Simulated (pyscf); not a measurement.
Single points on ωB97X-D3(BJ)/def2-SVP structures (PySCF, gas phase).

Question: How much does it cost (ΔH, 298 K, ωB97M-D3(BJ)/def2-TZVP) to split H₂N–WH₂(F)(F)–F at its N–W bond into NH₂• + [F–WH₂(F)–F]•?

Answer: N–W to NH₂• + [F–WH₂(F)–F]•: 82.0 kcal/mol. The 7 functionals that were run give +81.7 (B3LYP-D3(BJ)) to +88.2 kcal/mol (PBE). The radicals are drawn with the spin at the cut bond; how far it spreads was not checked. Open-shell species with a d-block atom are single-reference here; other states, and whether the spin sits on metal or ligand, were not checked. Elements past Kr carry the def2 core potentials, without spin-orbit coupling.
